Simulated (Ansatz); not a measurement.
**Relative stability**

Two relaxed structures of C₂H₃S, doublet (PBE0-D4/def2-TZVP; forces vanish, vibrations not checked).

A:

C1  (-1.210, -0.303, -0.754)
C2  (-0.166, 0.061, -0.278)
S3  (1.241, 0.702, 0.378)
H4  (-2.128, -0.638, -1.175)
H5  (1.884, -0.469, 0.545)
H6  (2.095, -0.162, 3.799)
(Å)

B:

```tsv
atom	x (Å)	y (Å)	z (Å)
C1	-0.3263	-0.2175	0.1469
C2	0.2803	0.1883	-0.8071
S3	1.9402	1.1560	1.4191
H4	2.4984	-0.0553	1.2580
H5	0.8108	0.5504	-1.6568
H6	-0.8720	-0.5751	0.9889
```

Computed with Ansatz 0.2.0 (basis: def2-TZVPP); correlated methods freeze the cores; orbitals are unrestricted. B3LYP uses VWN-RPA correlation.

**Question.** Which structure is lower at CCSD(T), and by how much? (An estimate is asked for; the value comes from the calculation.)

**Answer.** The calculation gives: B, by 30.72 kcal/mol (electronic energy, against the other). By their contacts, A is a complex of C₂H₂S (C#CS) + H and B is a complex of C₂H₂ (C#C) + HS.

All methods give the same order:

```
   method  E(B) − E(A) (kcal/mol)
   PBE-D4                  -26.32
r2SCAN-D4                  -29.48
  PBE0-D4                  -27.08
 B3LYP-D4                  -32.43
  wB97M-V                  -30.03
       HF                  -31.23
      MP2                  -25.06
     CCSD                  -32.38
  CCSD(T)                  -30.72
```

T1 diagnostic: at most 0.013. ⟨S²⟩ of the unrestricted Hartree–Fock references: 0.75 to 0.76 (a pure state has 0.75).

For scale, one of the runs: CCSD(T)/def2-TZVPP, 146 basis functions, launched by `ansatz run in.yaml --threads 2 --pin off --events-out ev --progress --plain --max-ram 4352MiB`. Time: 41 s of wall clock on 2 CPU threads of an Arm Neoverse V2; the host was shared. Peak host memory: 2 GiB.
